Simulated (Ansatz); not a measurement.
# CH₂O₂S₂: a ladder of functionals and wavefunction methods

An exercise on one series of results from a longer session: the logs are not shown, and one member is left open.

Program: Ansatz 0.2.0, Gaussian basis. Level of theory: functionals in def2-TZVPP, the program's frozen cores in correlated methods. These are calculated values, not measurements.

Levels to be run: LDA (SPW92), PBE-D4, revPBE-D4, BLYP-D4, r2SCAN-D4, B97M-V, PBE0-D4, B3LYP-D4, r2SCANh-D4, r2SCAN0-D4, HSE06-D4, BHLYP-D4, CAM-B3LYP-D4, LC-ωPBE, ωB97X-V, ωB97M-V, B2PLYP, PBE-QIDH; CCSD(T)/def2-SVP; CCSD(T)/def2-TZVPP; MP2/def2-QZVPP; extrapolation to the limit; RPA on PBE.

## Structure used throughout

An earlier PBE0-D4 in a triple-zeta def2 set relaxation fixed the geometry.

7 atoms, charge 0, spin multiplicity 1.

Atoms are counted from 1 here; the program's logs count them from 0.

Bond lengths: O1–C2 1.366 Å, O1–H6 0.964 Å, C2–O3 1.351 Å, C2–S4 1.790 Å, C2–S5 1.836 Å, O3–H7 0.965 Å, S4–S5 2.100 Å. Angles: C2–O1–H6 108.4°, O1–C2–O3 109.6°, O1–C2–S4 120.4°, O1–C2–S5 116.9°, O3–C2–S4 115.5°, O3–C2–S5 119.4°, S4–C2–S5 70.8°, C2–O3–H7 107.4°, C2–S4–S5 55.6°, C2–S5–S4 53.6°.

As a file:

```mol
CH2O2S2
  3D, bonds by distance, orders not assigned

  7  7  0  0  0  0  0  0  0  0999 V2000
   -0.4897    0.1996    1.0933 O   0  0
    0.0294   -0.1389   -0.1241 C   0  0
    1.0985   -0.9471    0.0485 O   0  0
   -1.0527   -0.5727   -1.4830 S   0  0
    0.0958    1.1836   -1.3953 S   0  0
   -1.1662    0.8726    0.9593 H   0  0
    1.5463   -0.6653    0.8558 H   0  0
  1  2  8  0
  2  3  8  0
  2  4  8  0
  4  5  8  0
  1  6  8  0
  3  7  8  0
  2  5  8  0
M  END
```

Set-up of the first run:

Contents of in.yaml:

```yaml
crystal:
  periodic: [false, false, false]
  atoms:
    - {symbol: O, position_ang: [-0.489718, 0.199633, 1.093279]}
    - {symbol: C, position_ang: [0.029366, -0.138883, -0.124128]}
    - {symbol: O, position_ang: [1.098539, -0.947102, 0.048477]}
    - {symbol: S, position_ang: [-1.052743, -0.572676, -1.483016]}
    - {symbol: S, position_ang: [0.095776, 1.183573, -1.395260]}
    - {symbol: H, position_ang: [-1.166222, 0.872635, 0.959253]}
    - {symbol: H, position_ang: [1.546302, -0.665279, 0.855796]}
basis:
  gaussian: {orbitals: def2-TZVPP}
hamiltonian: {xc: lda}
output: {orbitals: {seedname: orbitals}}
```

Launch:

```console
$ ansatz run in.yaml --threads 2 --pin off --events-out ev --progress --plain --max-ram 4352MiB
```

Steps of the session up to this table: LDA; PBE-D4 (GGA); revPBE-D4 (GGA); BLYP-D4 (GGA); r2SCAN-D4 (meta-GGA); B97M-V (meta-GGA); PBE0-D4 (hybrid); B3LYP-D4 (hybrid); r2SCANh-D4 (hybrid); r2SCAN0-D4 (hybrid); HSE06-D4 (hybrid); BHLYP-D4 (hybrid); CAM-B3LYP-D4 (range-separated); LC-ωPBE (range-separated); ωB97X-V (range-separated); ωB97M-V (range-separated); B2PLYP (double hybrid); PBE-QIDH (double hybrid).

One of the session's tables, all rows but one given; the rest of the session is left out.

It belongs to the step «Orbital energies across the functionals». 

```
  functional  HOMO (eV)  LUMO (eV)  gap (eV)
 LDA (SPW92)      -5.16      -3.02      2.13
      PBE-D4          ?          ?         ?
   revPBE-D4      -4.96      -2.72      2.24
     BLYP-D4      -4.87      -2.69      2.19
   r2SCAN-D4      -5.25      -2.70      2.56
      B97M-V      -5.33      -2.60      2.73
     PBE0-D4      -6.27      -1.91      4.36
    B3LYP-D4      -6.04      -2.14      3.90
  r2SCANh-D4      -5.72      -2.36      3.36
  r2SCAN0-D4      -6.41      -1.85      4.56
    HSE06-D4      -5.87      -2.29      3.58
    BHLYP-D4      -7.39      -0.91      6.49
CAM-B3LYP-D4      -7.62      -0.82      6.80
     LC-ωPBE      -9.00       0.33      9.33
     ωB97X-V      -8.63       0.26      8.89
     ωB97M-V      -8.44       0.19      8.63
```

**Question.** Estimate the row for PBE-D4.

As computed: HOMO (eV): -5.01; LUMO (eV): -2.80; gap (eV): 2.21. In the column «HOMO (eV)» it lies between LDA (SPW92) (-5.16) and revPBE-D4 (-4.96).
